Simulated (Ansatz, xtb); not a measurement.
**Two isomers of C3H2FN**

We compare a, `N#C/C=C\F`, a singlet, with b, `C=C(F)C#N`, a singlet. Both are isolated molecules in the gas phase, relaxed with PBE-D3(BJ)/def2-SVP.

Quicker runs give these differences E(b) − E(a): GFN2-xTB +12.2 kJ/mol; HF/STO-3G +11.6 kJ/mol (at GFN2-xTB geometries); r2SCAN-D4/def2-SVP +16.1 kJ/mol (at GFN2-xTB geometries).

Task: Estimate E(b) − E(a) at the level CCSD(T)/def2-SVP + ΔMP2/def2-TZVPP.

Result: Calculated at CCSD(T)/def2-SVP + ΔMP2/def2-TZVPP: E(b) − E(a) = +10.9 kJ/mol, so structure a lies lower.

How the difference moves with the method:

```tsv
level	geometry	E(b) − E(a) (kJ/mol)	departure from the last row (kJ/mol)	job, with rough time for the two
GFN2-xTB	GFN2-xTB	+12.2	+1.3	optimisation, 0.13 s
HF/STO-3G	GFN2-xTB	+11.6	+0.7	single point, 0.3 s
r2SCAN-D4/def2-SVP	GFN2-xTB	+16.1	+5.2	single point, 3.8 s
PBE-D3(BJ)/def2-SVP	PBE-D3(BJ)/def2-SVP	+15.8	+4.9	optimisation, 20 s
HF/def2-SVP	PBE-D3(BJ)/def2-SVP	+17.8	+6.8	part of the CCSD(T) run
MP2/def2-SVP	PBE-D3(BJ)/def2-SVP	+14.7	+3.8	part of the CCSD(T) run
CCSD(T)/def2-SVP	PBE-D3(BJ)/def2-SVP	+12.8	+1.9	single point
CCSD(T)/def2-SVP + ΔMP2/def2-TZVPP	PBE-D3(BJ)/def2-SVP	+10.9		single point, 20 s
```

As drawn, both hold the same kinds of bond in the same numbers.

The levels shown agree on the order. The largest departure from CCSD(T)/def2-SVP + ΔMP2/def2-TZVPP is that of HF/def2-SVP, 6.8 kJ/mol. The last row adds to CCSD(T) the change of the MP2 difference between the two basis sets, here −1.9 kJ/mol.

With harmonic frequencies from PBE-D3(BJ)/def2-SVP (ideal gas, rigid rotor, one conformer each, 298.15 K, 1 atm): the zero-point term adds −2.0 kJ/mol; ΔH is +9.0 and ΔG +9.3 kJ/mol.

The correlated steps freeze 5 core orbitals. Codes used: Ansatz 0.2.0, xtb 6.7.1; the last row on 2 threads of Arm Neoverse N1 on a shared host.
